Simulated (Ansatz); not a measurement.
Cohesive energy (eV/atom) of solids drawn from the class of elemental solids other than molecular ones, at two levels: PBEsol (Ansatz, a quantum-chemistry and plane-wave program, plane waves, PAW), and r²SCAN in Ansatz (plane waves, PAW).

```tsv
solid	PBEsol	r²SCAN	shift (eV/atom)
bcc Rb	0.84	0.75	-0.09
hcp Sc	4.54	3.99	-0.55
fcc Ni	5.47	4.65	-0.82
hcp Be	3.98	3.80	-0.18
hcp Tc	7.85	6.26	-1.59
hcp Tl	2.39	2.09	-0.30
grey tin (α-Sn)	3.54	3.26	-0.28
hcp Lu	4.63	4.30	-0.33
bcc W	9.18	7.97	-1.21
fcc Pd	4.44	4.09	-0.35
```

The shifts run from -1.59 eV/atom to -0.09 eV/atom, with a median of -0.34 eV/atom.

Over all 10 rows r²SCAN is the larger in 0.

Ansatz's runs of these crystals have no spin polarisation, but for fcc Ni. A magnetic state wasn't tried for hcp Sc, fcc Pd with meta-GGA or hybrid levels, which favour moments.

Density-functional runs with spin start from parallel moments for fcc Ni.

Spin–orbit coupling is left out, also for the solids with elements from indium on (hcp Tl, grey tin (α-Sn), hcp Lu, bcc W); its size isn't shown.

Free atoms are spin-polarised, in the lowest state found; at levels without +SOC their spin–orbit coupling is left out. Each level is taken at its own relaxed cell. Ansatz's density-functional and Hartree–Fock values are scalar-relativistic unless marked +SOC, with PAW data made under PBE.
